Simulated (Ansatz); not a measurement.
**C₂H₆S₂: a ladder of functionals and wavefunction methods**

The task here is to estimate one member of a computed series from the others.

The runs use Ansatz 0.2.0, Gaussian basis; functionals in def2-TZVPP, the program's frozen cores in correlated methods.

The runs, in order: LDA (SPW92), PBE-D4, revPBE-D4, BLYP-D4, r2SCAN-D4, B97M-V, PBE0-D4, B3LYP-D4, r2SCANh-D4, r2SCAN0-D4, HSE06-D4, BHLYP-D4, CAM-B3LYP-D4, LC-ωPBE, ωB97X-V, ωB97M-V, B2PLYP, PBE-QIDH; CCSD(T)/def2-SVP; CCSD(T)/def2-TZVPP; MP2/def2-QZVPP; extrapolation to the limit; RPA on PBE.

## Structure used throughout

All runs share one geometry, relaxed beforehand with PBE0-D4 in a triple-zeta def2 set.

SMILES `CSCS`, 10 atoms, charge 0, spin multiplicity 1.

Atoms are counted from 1 here; the program's logs count them from 0.

Bond lengths: C1–S2 1.794 Å, C1–H5 1.092 Å, C1–H6 1.090 Å, C1–H7 1.091 Å, S2–C3 1.795 Å, C3–S4 1.811 Å, C3–H8 1.090 Å, C3–H9 1.092 Å, S4–H10 1.342 Å. Angles: S2–C1–H5 111.3°, S2–C1–H6 106.9°, S2–C1–H7 110.2°, H5–C1–H6 109.0°, H5–C1–H7 110.1°, H6–C1–H7 109.2°, C1–S2–C3 100.2°, S2–C3–S4 116.8°, S2–C3–H8 106.1°, S2–C3–H9 110.5°, S4–C3–H8 110.3°, S4–C3–H9 105.1°, H8–C3–H9 107.8°, C3–S4–H10 96.2°.

Set-up of the first run:

in.yaml

```yaml
crystal:
  periodic: [false, false, false]
  atoms:
    - {symbol: C, position_ang: [-1.144090, 0.892004, -0.599604]}
    - {symbol: S, position_ang: [-0.371699, 0.674334, 1.004917]}
    - {symbol: C, position_ang: [0.491650, -0.875982, 0.734008]}
    - {symbol: S, position_ang: [1.789877, -0.878083, -0.529200]}
    - {symbol: H, position_ang: [-1.899269, 0.125534, -0.783023]}
    - {symbol: H, position_ang: [-1.625597, 1.869904, -0.590460]}
    - {symbol: H, position_ang: [-0.389483, 0.870302, -1.387051]}
    - {symbol: H, position_ang: [0.905270, -1.163585, 1.700594]}
    - {symbol: H, position_ang: [-0.208742, -1.655126, 0.424798]}
    - {symbol: H, position_ang: [2.535184, 0.089598, 0.027921]}
basis:
  gaussian: {orbitals: def2-TZVPP}
hamiltonian: {xc: lda}
output: {orbitals: {seedname: orbitals}}
```

The run is started by

```sh
$ ansatz run in.yaml --threads 2 --pin off --events-out ev --progress --plain --max-ram 4352MiB
```

Steps of the session up to this table: LDA; PBE-D4 (GGA); revPBE-D4 (GGA); BLYP-D4 (GGA); r2SCAN-D4 (meta-GGA); B97M-V (meta-GGA); B3LYP-D4 (hybrid); r2SCANh-D4 (hybrid); r2SCAN0-D4 (hybrid); HSE06-D4 (hybrid); BHLYP-D4 (hybrid); CAM-B3LYP-D4 (range-separated); LC-ωPBE (range-separated); ωB97X-V (range-separated); ωB97M-V (range-separated); B2PLYP (double hybrid); PBE-QIDH (double hybrid).

One table of the session follows, with a row left open; its other results are not shown here.

It belongs to the step «Frontier levels by functional». 

```
  functional  HOMO (eV)  gap (eV)
 LDA (SPW92)      -5.40      4.36
      PBE-D4      -5.29      4.43
   revPBE-D4      -5.24      4.46
     BLYP-D4      -5.14      4.38
   r2SCAN-D4          ?         ?
      B97M-V      -5.62      4.98
     PBE0-D4      -6.49      6.60
    B3LYP-D4      -6.26      6.11
  r2SCANh-D4      -5.97      5.74
  r2SCAN0-D4      -6.64      6.92
    HSE06-D4      -6.09      5.81
    BHLYP-D4      -7.57      8.63
CAM-B3LYP-D4      -7.81      8.98
     LC-ωPBE      -9.19     11.62
     ωB97X-V      -8.84     11.09
     ωB97M-V      -8.67     10.69
```

**Question.** Estimate the row for r2SCAN-D4.

Worked estimate for «HOMO (eV)». Against the share of exact exchange, r2SCANh-D4 (0.1, -5.97), r2SCAN0-D4 (0.25, -6.64) give a slope of -4.47 per unit share; at 0 the line stands at -5.52.

As computed: HOMO (eV): -5.53; gap (eV): 4.94. In «HOMO (eV)» the line misses by +0.01.
